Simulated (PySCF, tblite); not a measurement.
# C5H6F radical: geometry, infrared bands and EPR parameters

Aim: predict the infrared bands and EPR parameters of C5H6F radical (`CCC#C[CH]F`).

The runs use tblite 0.8.0 and PySCF 2.14.0, with density-fitted response routines of our own; the level of theory stands in each step. All values are computed, except where a source is named. Atoms are numbered from 0 throughout.

**1. The molecule as given**

12 atoms, charge 0, multiplicity 2; geometry from: force field or distance geometry start.

Bonds of the start (Å): C0–C1 1.52, C1–C2 1.49, C2–C3 1.20, C3–C4 1.48, C4–F5 1.40, C0–H6 1.11, C0–H7 1.09, C0–H8 1.12, C1–H9 1.13, C1–H10 1.09, C4–H11 1.11.

**2. Geometry optimisation with GFN2-xTB**

Job settings and geometry (Å):

```
{"job": {"kind": "relax", "xc": "GFN2-xTB", "basis": "xTB"}, "charge": 0, "multiplicity": 2}
C     -1.774100     0.504300     0.144400
C     -1.102800    -0.782800    -0.312300
C      0.351600    -0.480800    -0.238900
C      1.518900    -0.210200    -0.207400
C      2.959300     0.116000    -0.127600
F      3.085400     1.485200     0.140200
H     -1.796200     0.570000     1.251400
H     -2.780400     0.494800    -0.286100
H     -1.142300     1.324200    -0.287300
H     -1.361900    -1.543900     0.477100
H     -1.373300    -1.074700    -1.324300
H      3.417000    -0.402700     0.744800
```

Command:

```sh
$ OMP_NUM_THREADS=1 python probes_run.py task.json out
```

This one command runs all jobs of the session in turn.

**Question.** This job is followed by: GFN2-xTB harmonic vibrations, gas phase; UKS B3LYP, pcH-1 on C F H, non-relativistic, mean-field spin-orbit, GIAO. What will the session give for the following? strongest single infrared mode (GFN2-xTB); zero-point energy (GFN2-xTB); g(iso) (B3LYP); ⟨S²⟩; largest a(iso) (averaged by class); surface potential, 1st and 99th percentile.

The runs gave:

```
                                 quantity                  value
strongest single infrared mode (GFN2-xTB)  1090 cm⁻¹, 165 km/mol
             zero-point energy (GFN2-xTB)          56.5 kcal/mol
                           g(iso) (B3LYP)                2.00363
                                     ⟨S²⟩     0.768 (exact 0.75)
       largest a(iso) (averaged by class)   19F on F5, 110.2 MHz
    surface potential, 1st and 99th percentile     -0.93 V and 1.06 V
```

What this shows: Relaxing lowered the energy by 0.960 eV in 58 steps; the close pair that moved most is C3–C4, from 1.479 to 1.354 Å. All 30 modes are real, so the xTB geometry is a minimum. The strongest single mode, at 1090 cm⁻¹, is spread over many atoms; the largest shares are those of C4, F5. GFN2-xTB is a fitted tight-binding method: band positions and strengths are rough. Its intensities can rank the bands wrongly. The largest spin populations lie on C4 (0.71 e), C2 (0.51 e). The isotropic g lies 1.3 ppt above the free-electron value.
